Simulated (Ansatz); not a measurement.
# CH₄FNOS: how energies converge with the basis set

One table from this session's results is given with a row withheld; the runs are named, their logs left out.

Computed with Ansatz 0.2.0, Gaussian basis. Level: one geometry, several basis sets.

Levels to be run: PBE0-D4/def2-SVP; ωB97M-V/def2-SVP; PBE0-D4/def2-QZVPP; ωB97M-V/def2-QZVPP; the functionals' def2-TZVPP values are taken from earlier runs.

## The geometry

The geometry comes from an earlier relaxation with PBE0-D4 in a triple-zeta def2 set; it is a stationary point, not always the lowest conformer.

SMILES `NC(O)(F)S`, 9 atoms, charge 0, spin multiplicity 1.

Atoms are counted from 1 here; the program's logs count them from 0.

Bond lengths: N1–C2 1.421 Å, N1–H6 1.011 Å, N1–H7 1.011 Å, C2–O3 1.366 Å, C2–F4 1.377 Å, C2–S5 1.826 Å, O3–H8 0.967 Å, S5–H9 1.343 Å. Angles: C2–N1–H6 110.9°, C2–N1–H7 111.5°, H6–N1–H7 110.0°, N1–C2–O3 111.1°, N1–C2–F4 106.0°, N1–C2–S5 112.8°, O3–C2–F4 109.6°, O3–C2–S5 108.6°, F4–C2–S5 108.6°, C2–O3–H8 106.3°, C2–S5–H9 95.6°.

Set-up of the first run:

File in.yaml:

```yaml
crystal:
  periodic: [false, false, false]
  atoms:
    - {symbol: N, position_ang: [0.404054, 0.183217, -1.197785]}
    - {symbol: C, position_ang: [0.096417, -0.159258, 0.146187]}
    - {symbol: O, position_ang: [-1.045161, -0.905744, 0.215257]}
    - {symbol: F, position_ang: [1.162631, -0.901681, 0.601997]}
    - {symbol: S, position_ang: [-0.099303, 1.302816, 1.222786]}
    - {symbol: H, position_ang: [-0.300595, 0.797746, -1.583423]}
    - {symbol: H, position_ang: [1.316566, 0.613376, -1.270550]}
    - {symbol: H, position_ang: [-0.962265, -1.591500, -0.461554]}
    - {symbol: H, position_ang: [-0.483844, 0.614828, 2.310085]}
basis:
  gaussian: {orbitals: def2-SVP}
hamiltonian: {xc: pbe0, dispersion: d4}
output: {orbitals: {seedname: orbitals}}
```

The run is started by

```bash
ansatz run in.yaml --threads 4 --pin off --events-out ev --progress --plain --max-ram 10444MiB
```

Steps of the session up to this table: PBE0-D4 in def2-SVP; ωB97M-V in def2-SVP; PBE0-D4 in def2-QZVPP; ωB97M-V in def2-QZVPP.

One table of the session follows, with a row left open; its other results are not shown here.

It belongs to the step «Functionals by basis». 

| functional | basis | HOMO (eV) | LUMO (eV) |
| --- | --- | --- | --- |
| PBE0-D4 | def2-SVP | -7.16 | 0.82 |
| PBE0-D4 | def2-TZVPP | -7.36 | 0.20 |
| PBE0-D4 | def2-QZVPP | -7.42 | -0.02 |
| ωB97M-V | def2-SVP | -9.41 | 2.81 |
| ωB97M-V | def2-TZVPP | -9.65 | 1.98 |
| ωB97M-V | def2-QZVPP | ? | ? |

Q: Estimate the row for ωB97M-V, def2-QZVPP from the others.

As computed: HOMO (eV): -9.72; LUMO (eV): 1.49. In the column «HOMO (eV)» it is the lowest.
